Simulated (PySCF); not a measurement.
**Core-level binding energies of acrylonitrile**

Species: acrylonitrile, C₃H₃N.
Structure used (PBE0-D3(BJ)/def2-SVP), in Å, numbered top down from 1:
```xyz
7
C3H3N angstrom
C     -1.0238    0.2621   -0.0015
C      0.0940   -0.4722   -0.0381
C      1.4020    0.0959    0.0420
N      2.4700    0.5430    0.1050
H     -0.9925    1.3499    0.0935
H     -2.0027   -0.2168   -0.0670
H      0.0529   -1.5616   -0.1338
```

The calculation used delta-SCF UKS SCAN, pcX-2 on the ionised atom, pcseg-1 elsewhere, spin-free X2C (PySCF 2.14.0). Vertical ΔSCF values, vacuum level as zero.

Give the core binding energies atom by atom.

```json
{"atom(s)": "C1", "environment": "terminal =CH2 carbon", "level": "C 1s", "binding energy (eV)": "291.59", "above the level's lowest (eV)": "0.00", "count": "1"}
{"atom(s)": "C2", "environment": "alkene CH carbon", "level": "C 1s", "binding energy (eV)": "292.43", "above the level's lowest (eV)": "+0.84", "count": "1"}
{"atom(s)": "C3", "environment": "nitrile carbon", "level": "C 1s", "binding energy (eV)": "292.51", "above the level's lowest (eV)": "+0.92", "count": "1"}
{"atom(s)": "N4", "environment": "nitrile nitrogen", "level": "N 1s", "binding energy (eV)": "405.18", "above the level's lowest (eV)": "0.00", "count": "1"}
```

The listed C 1s values span 0.92 eV, from C1 (bonded to C (double bond) and 2 H) to C3 (bonded to N (triple bond) and C). The widest gap between neighbouring values is 0.84 eV, between 291.59 and 292.43 eV.

Which effective nuclear charge Zeff reproduces each element's mean 1s value in the hydrogen-like formula E = 13.606 eV × Zeff²?

C (Z = 6): mean 292.2 eV, Zeff = 4.63, Z − Zeff = 1.37; N (Z = 7): mean 405.2 eV, Zeff = 5.46, Z − Zeff = 1.54. Means run over the listed sites, weighted by atom count.

Express the binding energy of C 1s of C2 in atomic units and per mole.

292.43 eV = 10.7466 Eh = 28215 kJ/mol.

Isolated species at its PBE0-D3(BJ)/def2-SVP geometry, gas phase.
